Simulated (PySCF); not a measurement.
**The bond of NaS, level by level**

One job finds the state of NaS, follows it along the bond with each method and fits the curves.

Computed with PySCF 2.14.0. Level: Na aug-pcseg-1, S aug-pcseg-1, no relativity.

## 1. Set-up

The job is set up so:

```
atoms                         : Na, S
charge                        : 0
basis                         : Na aug-pcseg-1, S aug-pcseg-1
Hamiltonian                   : no relativity
basis functions               : 41
electrons treated             : 27
masses in u                   : 22.9898, 31.9721
levels                        : PBE0, PBE, r²SCAN, M06-2X, r²SCANh, M06, LC-ωPBE, HF, MP2, SCS-MP2, CCSD, CCSD(T)
grid                          : 80 radial by 434 angular points
occupations                   : held fixed by the projection of orbital angular momentum
dissociation limit            : Na + S, each in its ground configuration
starting distance in angstrom : 2.560
values of 2S to try           : 1, 3
```

On the command line:

```console
OMP_NUM_THREADS=1 python dia.py task.json out
```

Further steps of the session: The PBE0 curve of the state that the search chose; Excited determinants; PBE (GGA); r²SCAN; M06-2X (hybrid meta-GGA); r²SCANh (hybrid meta-GGA); M06 (hybrid meta-GGA); LC-ωPBE (range-separated hybrid); UHF (mean field); Adding correlation.

**Question.** What will these runs give? Wanted: for each run, Re; ωe; De; μ.

**Answer**, as computed:

Lowest PBE0 solution found, without spin–orbit coupling: ²Π (doublet), unpaired electrons π ↑. State 2 has its PBE0 minimum 0.62 eV higher. State 3 has its PBE0 minimum 2.51 eV higher. The other levels ran on the lowest alone.

```
      level  Re (Å)  ωe (cm⁻¹)  De (eV)  μ (D)
        UHF   2.538        323     1.54  -9.54
    UHF-MP2   2.553        311     2.33    n/a
UHF-SCS-MP2   2.554        311     2.31    n/a
   UHF-CCSD   2.555        310     2.27    n/a
UHF-CCSD(T)   2.560        307     2.32    n/a
        PBE   2.520        314     2.61  -8.12
     r²SCAN   2.515        323     2.69  -8.76
    r²SCANh   2.512        325     2.66  -8.85
       PBE0   2.506        325     2.55  -8.62
        M06   2.520        314     2.88  -8.84
     M06-2X   2.494        335     2.71  -8.82
    LC-ωPBE   2.495        333     2.57  -9.11
```

De is counted to Na + S in their ground configurations. A positive dipole means Na(−)S(+).

Differences from CCSD(T) in the same basis:

```
      level  Re (mÅ)  ωe (%)
        UHF      -22    +5.4
    UHF-MP2       -6    +1.4
UHF-SCS-MP2       -6    +1.3
   UHF-CCSD       -5    +1.0
        PBE      -40    +2.4
     r²SCAN      -44    +5.2
    r²SCANh      -48    +6.0
       PBE0      -54    +6.0
        M06      -40    +2.4
     M06-2X      -66    +9.1
    LC-ωPBE      -64    +8.5
```

What this shows: Against CCSD(T) in the same basis, the bond length is nearest at UHF-CCSD (-5 mÅ) and farthest at M06-2X (-66 mÅ); the wavenumber is nearest at UHF-CCSD (+1.0 %) and farthest at M06-2X (+9.1 %). Hartree–Fock makes the bond too short and too stiff against this reference, as it mostly does. CCSD(T) in a basis this small is itself some way from its limit, more so than the functionals. Of the levels with a De here, UHF gives the least (1.54 eV) and M06 the most (2.88 eV).

Correlated steps freeze 6 core orbitals.
